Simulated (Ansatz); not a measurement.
A nudged elastic band was laid between two geometries of Al2FH2 (5 atoms, charge 0, multiplicity 2).

Level of theory: UKS PBE0/def2-SVP (Ansatz 0.2.0).

```yaml
movable_images: 7
climbing_image: yes
spring: 5.0 eV/Å²
optimiser: quadratic models (default)
start_path: through a guess of the saddle point
force_threshold: 0.03 eV/Å
iteration_limit: 60
end_points: relaxed
```

First end point:

```xyz
5
Properties=species:S:1:pos:R:3
F -0.148 -2.084 2.126
Al -0.324 -0.566 1.448
Al 0.158 0.482 -0.859
H -1.125 0.733 -1.776
H 1.438 1.435 -0.938
```

Last end point:

```xyz
5
Properties=species:S:1:pos:R:3
F 0.094 -1.285 1.790
Al 0.561 -0.093 0.707
Al -0.605 -0.097 -1.575
H -1.898 0.730 -2.044
H 1.849 0.745 1.122
```

Which bonds break or form, and what moves?

Bonds broken: Al3–H5. Bonds formed: Al2–H5.

What energy profile does the band end with?

It converged. The highest image is number 5 of 0 to 8, 0.49 eV above the first end and 0.44 eV above the last; the last end lies 0.05 eV above the first. A vibrational analysis at the climbing image gives one clearly imaginary mode, 246i cm⁻¹: a first-order saddle point.

```csv
image,path coordinate (Å),energy (eV),Al3–H5 (Å),Al2–H5 (Å)
0,0.00,0.00,1.60,3.58
1,0.54,0.04,1.60,3.34
2,1.07,0.14,1.61,2.99
3,1.61,0.25,1.63,2.53
4,2.14,0.35,1.78,1.97
5,2.68,0.49,2.35,1.67
6,3.34,0.33,3.05,1.60
7,4.01,0.12,3.54,1.59
8,4.67,0.05,3.74,1.59
```

What is the geometry of the highest image?


```xyz
5
Properties=species:S:1:pos:R:3:forces:R:3
F 0.459 -1.362 2.245 0.00 0.00 0.00
Al -0.013 -0.492 0.907 0.00 0.00 0.00
Al -0.550 -0.092 -1.398 0.00 0.00 0.00
H -0.940 1.364 -1.942 0.00 0.00 0.00
H 1.044 0.583 0.188 0.00 0.00 0.00
```

What are the harmonic wavenumbers there?

246i, 117, 302, 357, 464, 550, 883, 1619, 1872 cm⁻¹.

The run took 3.3 min on 1 thread of Arm Neoverse V2, on a shared host, peak memory 0.15 GiB.
